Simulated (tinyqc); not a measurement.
Starting guesses with DIIS over 6 matrices: SCF starting guesses in the sto-3g basis, for BH, spin multiplicity 3. Computed by the program tinyqc with PySCF. UHF with one setting changed at a time; a run stops when the energy changes by less than 1e-09 hartree and the error matrix is below 1e-5. Starts: the lowest orbitals of the core Hamiltonian, of the Wolfsberg-Helmholz matrix (K = 1.75), projected atomic densities, random orbitals, and the highest orbitals of the core Hamiltonian (a deliberately bad start).

Geometry (angstrom):
```
atom,x,y,z
B,0.0000,0.0000,0.0000
H,0.0000,0.0000,1.6890
```

lowest solution found by these runs and by PySCF with stability checks = -24.661504 hartree

Largest element of the error matrix X^T (FDS - SDF) X:
```
iteration,core,Wolfsberg-Helmholz,atomic densities,random,highest core orbitals
1,2.0e-01,2.4e-01,1.4e-01,3.6e+00,1.7e-01
2,2.5e-02,9.2e-02,6.7e-02,2.3e-01,2.6e-01
3,1.1e-02,7.1e-02,3.5e-02,1.8e-01,2.5e-01
4,1.1e-02,4.9e-02,2.0e-02,8.3e-02,1.9e-01
5,9.9e-03,1.1e-02,3.8e-03,1.7e-02,2.5e-01
6,6.0e-03,3.0e-03,2.5e-03,1.8e-02,1.6e-01
8,1.0e-02,3.4e-04,1.4e-04,1.5e-02,1.7e-01
10,1.7e-04,1.6e-05,9.8e-07,5.1e-03,7.4e-02
14,-,-,-,2.2e-03,2.8e-03
```

How each run ends:
```
run,iterations,E (hartree),state
core,13,-24.66150,lowest found
Wolfsberg-Helmholz,12,-24.56734,higher
atomic densities,11,-24.66150,lowest found
random,18,-24.66150,lowest found
highest core orbitals,18,-24.56734,higher
```

What does the comparison show, and why?

3 of 5 runs reach the lowest solution found, in 11 to 18 iterations (fastest: atomic densities). Ending on a higher stationary point: Wolfsberg-Helmholz, highest core orbitals; a small error matrix cannot reveal that, and an occupation fixed by the start is kept by symmetry or by the shape of the basin. The first errors are 2e-01, 2e-01, 1e-01, 4e+00, 2e-01.
